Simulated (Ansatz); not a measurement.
**Relative stability**

The two ends of one reaction step of BSiH5S, singlet (PBE0-D4/def2-TZVP).

A:

```json
{"atom": "B1", "x (Å)": "-0.9630", "y (Å)": "-0.1834", "z (Å)": "-0.3941"}
{"atom": "Si2", "x (Å)": "0.7667", "y (Å)": "-0.4702", "z (Å)": "0.5781"}
{"atom": "S3", "x (Å)": "-1.3818", "y (Å)": "1.3057", "z (Å)": "-1.2378"}
{"atom": "H4", "x (Å)": "-0.2714", "y (Å)": "2.0301", "z (Å)": "-1.0030"}
{"atom": "H5", "x (Å)": "-1.8149", "y (Å)": "-1.0192", "z (Å)": "-0.4539"}
{"atom": "H6", "x (Å)": "0.5152", "y (Å)": "-0.7714", "z (Å)": "2.0156"}
{"atom": "H7", "x (Å)": "1.6425", "y (Å)": "0.7338", "z (Å)": "0.4987"}
{"atom": "H8", "x (Å)": "1.5066", "y (Å)": "-1.6255", "z (Å)": "-0.0035"}
```

B:

B1  (-2.114, -0.323, -0.956)
Si2  (1.262, 0.117, 0.596)
S3  (-1.996, 1.211, -1.392)
H4  (1.377, 1.472, 0.004)
H5  (-2.204, -1.450, -0.637)
H6  (0.123, 0.077, 1.547)
H7  (2.515, -0.224, 1.319)
H8  (1.036, -0.881, -0.481)
(Å)

Computed with Ansatz 0.2.0 (basis: def2-TZVPP); correlated methods freeze the cores. B3LYP uses VWN-RPA correlation.

Problem. Which structure is lower at CCSD(T), and by how much? (To be estimated.)

Solution. The calculation gives: A, by 0.362 eV (electronic energy, against the other). By their contacts, A is BSiH₅S ([SiH3][BH][SH]) and B is a complex of BHS ([BH][S]) + SiH₄.

All methods give the same order:

| method | E(B) − E(A) (eV) |
| --- | --- |
| SPW92 | 0.847 |
| PBE-D4 | 0.601 |
| BLYP-D4 | 0.347 |
| r2SCAN-D4 | 0.538 |
| B97M-V | 0.482 |
| PBE0-D4 | 0.651 |
| B3LYP-D4 | 0.418 |
| r2SCAN0-D4 | 0.587 |
| BHLYP-D4 | 0.474 |
| CAM-B3LYP-D4 | 0.469 |
| wB97X-V | 0.556 |
| wB97M-V | 0.436 |
| B2PLYP | 0.344 |
| PBE-QIDH | 0.565 |
| RPA on PBE | 0.297 |
| HF | 0.292 |
| MP2 | 0.305 |
| CCSD | 0.393 |
| CCSD(T) | 0.362 |

No T1 diagnostic of these runs exceeds 0.017.

Labels in which every atom is bracketed show which atoms are joined, not bond orders.

For scale, one of the runs: CCSD(T)/def2-TZVPP, 185 basis functions, launched by `ansatz run in.yaml --threads 2 --pin off --events-out ev --progress --plain --max-ram 4352MiB`. Time: 17 s of wall clock on 2 CPU threads of an AMD EPYC 9R14; the host was shared. Peak host memory: 1.7 GiB.
